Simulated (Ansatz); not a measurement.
A nudged elastic band was laid between two geometries of C₃H₇F₂N (13 atoms, charge 0, multiplicity 1).

All numbers below come from Ansatz 0.2.0, RKS B3LYP/STO-3G.

* movable images: 5
* climbing image: yes
* spring: 5.0 eV/Å²
* optimiser: quadratic models (default)
* start path: IDPP
* force threshold: 0.03 eV/Å
* iteration limit: 60
* end points: relaxed

First end point:

```xyz
13
Properties=species:S:1:pos:R:3
C -0.882 -1.550 0.292
C 0.364 -0.655 0.052
C -0.053 0.855 -0.234
N 1.205 1.673 -0.556
F -0.905 0.939 -1.344
F -0.757 1.387 0.870
H -0.579 -2.591 0.478
H -1.543 -1.530 -0.589
H -1.453 -1.190 1.162
H 0.941 -1.014 -0.817
H 1.027 -0.673 0.934
H 0.870 2.682 -0.567
H 1.784 1.632 0.333
```

Last end point:

```xyz
13
Properties=species:S:1:pos:R:3
C -0.905 -1.562 0.077
C 0.323 -0.650 -0.194
C -0.043 0.888 -0.002
N 1.182 1.744 -0.349
F -1.081 1.269 -0.863
F -0.491 1.125 1.317
H -1.263 -1.428 1.109
H -0.638 -2.620 -0.067
H -1.727 -1.312 -0.612
H 0.687 -0.781 -1.227
H 1.148 -0.901 0.494
H 0.916 2.727 -0.041
H 1.913 1.468 0.371
```

Problem. Which bonds break or form, and what moves?

Solution. No bond is made or broken. The dihedral H7–C1–C2–C3 goes from 179 to -60°. The two ends are copies of one structure, up to a mirror image or an exchange of like atoms.

Problem. Give the energies along the band, and the barrier.

Solution. The forces met the threshold. The highest image is number 3 of 0 to 6, 0.110 eV above the ends, which have the same energy within 2 meV. A vibrational analysis at the climbing image gives one clearly imaginary mode, 222i cm⁻¹: a first-order saddle point. Limits of this set-up: minimal basis.

```
image  path coordinate (Å)  energy (eV)  dihedral H7–C1–C2–C3 (°)
    0                 0.00        0.000                       179
    1                 0.57        0.025                      -161
    2                 1.13        0.080                      -140
    3                 1.70        0.110                      -120
    4                 2.26        0.080                      -100
    5                 2.83        0.025                       -80
    6                 3.40        0.000                       -60
```

Problem. What is the geometry of the highest image?

Solution. 
```xyz
13
Properties=species:S:1:pos:R:3:forces:R:3
C -0.917 -1.565 0.131 0.00 -0.01 0.00
C 0.326 -0.657 -0.146 -0.01 0.01 0.00
C -0.036 0.891 -0.048 0.02 0.00 -0.01
N 1.202 1.722 -0.411 -0.01 0.00 0.01
F -1.052 1.229 -0.952 0.00 0.00 0.00
F -0.517 1.202 1.244 0.00 0.00 0.00
H -0.740 -2.224 0.994 0.00 0.00 0.00
H -1.146 -2.195 -0.740 0.00 0.00 0.00
H -1.805 -0.951 0.349 0.00 0.00 0.00
H 0.731 -0.833 -1.157 0.00 0.00 0.00
H 1.132 -0.863 0.578 0.00 0.00 0.00
H 0.931 2.722 -0.171 0.00 0.00 0.00
H 1.910 1.488 0.345 0.00 0.00 0.00
```

Problem. What are the harmonic wavenumbers there?

Solution. 222i, 46, 199, 207, 303, 361, 425, 482, 568, 786, 880, 922, 1068, 1100, 1143, 1151, 1226, 1295, 1378, 1452, 1466, 1584, 1652, 1683, 1690, 1833, 3318, 3350, 3458, 3470, 3478, 3489, 3656 cm⁻¹.

Run time: 73 s on 1 thread of Arm Neoverse V1, on a shared host, peak memory 0.11 GiB.
